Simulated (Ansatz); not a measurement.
A nudged elastic band was laid between two geometries of H3NSi2 (6 atoms, charge 0, multiplicity 1).

These are results of RKS r2SCAN-D4/def2-SVP in Ansatz, not measurements.

| Quantity | Value |
| --- | --- |
| movable images | 7 |
| climbing image | yes |
| spring | 5.0 eV/Å² |
| optimiser | quadratic models (default) |
| start path | IDPP |
| force threshold | 0.05 eV/Å |
| iteration limit | 59 |
| end points | relaxed |

First end point:

```xyz
6
Properties=species:S:1:pos:R:3
N -0.923 0.204 -0.742
Si 0.253 0.348 0.482
Si 1.851 0.118 1.850
H -1.831 -0.229 -0.599
H -0.787 0.537 -1.692
H 1.436 -0.978 0.701
```

Last end point:

```xyz
6
Properties=species:S:1:pos:R:3
N -0.757 -0.220 -0.906
Si 0.513 -0.321 0.223
Si 1.920 -0.054 1.782
H -1.677 -0.624 -0.754
H -0.675 0.253 -1.801
H 0.676 0.967 1.455
```

(1) What changes between the two ends?

(2) Give the energies along the band, and the barrier.

(3) What is the geometry of the highest image?

Answers

(1) No bond is made or broken.  The two ends are copies of one structure, up to a mirror image or an exchange of like atoms.

(2) The forces met the threshold. The highest image is number 4 of 0 to 8, 29.4 kJ/mol above the ends, which have the same energy within 2 meV. A vibrational analysis at the climbing image gives 2 clearly imaginary modes (429i, 178i cm⁻¹): a point of higher order, so a lower path passes nearby.

```csv
image,path coordinate (Å),energy (kJ/mol)
0,0.00,0.0
1,0.33,4.6
2,0.65,15.1
3,0.98,25.3
4,1.31,29.4
5,1.64,25.2
6,1.97,15.1
7,2.30,4.5
8,2.63,0.0
```

(3) 
```xyz
6
Properties=species:S:1:pos:R:3:forces:R:3
N -0.828 0.219 -0.786 0.01 0.00 0.02
Si 0.447 0.418 0.347 0.01 0.02 0.00
Si 1.954 0.075 1.797 -0.01 0.00 -0.01
H -1.235 -0.676 -1.037 0.00 0.00 -0.01
H -1.213 0.996 -1.313 0.00 0.00 0.00
H 0.876 -1.033 0.991 0.00 -0.02 0.00
```

Run time: 2.7 min on 1 thread of Arm Neoverse V1, with other jobs on the host, peak memory 0.12 GiB.
